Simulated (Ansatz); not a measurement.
How far each method lies from UCCSDT(Q) for Si–AsH₂, quartet

Geometry: that of the Si–AsH2, doublet, kept fixed. The doublet lies 1.4 eV lower here.

```json
{"atom": "Si", "x (Å)": "0.0412", "y (Å)": "0.0000", "z (Å)": "1.7137"}
{"atom": "As", "x (Å)": "-0.0396", "y (Å)": "0.0000", "z (Å)": "-0.6161"}
{"atom": "H", "x (Å)": "0.8969", "y (Å)": "1.1361", "z (Å)": "-0.9789"}
{"atom": "H", "x (Å)": "0.8969", "y (Å)": "-1.1361", "z (Å)": "-0.9789"}
```

Basis cc-pVDZ; Ansatz 0.2.0. Only valence electrons are correlated (noble-gas cores and the filled d shells of p-block atoms frozen), which leaves 11 electrons in 36 orbitals. Prefix R: restricted or restricted open-shell reference; prefix U: unrestricted. Active spaces: valence = (11e, 10o) chosen from the atoms' valence shells. No spin–orbit coupling is included, and no scalar relativity.

Full CI isn't at hand for all of this; UCCSDT(Q) serves as the reference, and is uncertain by the last step of the cluster series or more. The frozen core follows each run's orbitals, which can shift R against U totals by a few meV for light atoms and by up to 0.1 eV past Ca.

* UHF ⟨S²⟩: 3.768
* T1 diagnostic (RCCSD): 0.0473
* largest doubles amplitude (RCCSD): 0.052
* T1 diagnostic (UCCSD): 0.0347

```
   level  E − E(UCCSDT(Q)) (mEh)  wall time
     UHF                  202.83          –
    UMP2                   44.52          –
   UCCSD                    8.09          –
UCCSD(T)                    1.69      3.5 s
  UCCSDT                    0.40          –
```

Run but not shown, since their state, orbitals or frozen core can't be matched to the reference's or they repeat it: RHF, RMP2, CISD, RCCSD, RCCSD(T), BCCD(T), RCCSDT, RCCSDT(Q), CASSCF (valence space), NEVPT2 (valence space), MRCISD (valence space), MRCISD+Q (valence space).

Times hold each run's SCF and search for its determinant on a shared host, so for small cases they say little of a method's own cost; they ran on 1 thread of Intel Xeon 6975P-C. Some runs computed forces too.

Natural occupations of CASSCF (valence space) about the gap: 1.974 1.968 1.966 1.004 1.000 1.000 0.036 0.034 0.027; effectively unpaired electrons, Σ n²(2−n)², 3.02.
